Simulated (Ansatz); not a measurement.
This Ansatz (a quantum-chemistry and plane-wave program) input (r2SCAN/def2-QZVPP) gives -460.80012 Eh with 100 basis functions. A basis named .json is the Basis Set Exchange file of that set (core-valence sets with the plain set on hydrogen).

Ansatz 0.2 input:
```yaml
crystal:
  periodic: [false, false, false]
  atoms:
    - {symbol: Cl, position_ang: [-0.00000000, -0.00000000, -0.07122178]}
    - {symbol: H, position_ang: [0.00000000, 0.00000000, 1.21077034]}
basis:
  gaussian:
    orbitals: def2-QZVPP.json
hamiltonian:
  xc: {name: r2SCAN}
magnetization: {spin_polarized: false}
```

Change:
```diff
- orbitals: def2-QZVPP.json
+ orbitals: 3-21G.json
```

**Question.** What does the run give now?

**Answer.** -458.51542 Eh (r2SCAN/3-21G, 15 functions), a change of +2284.70 mEh.
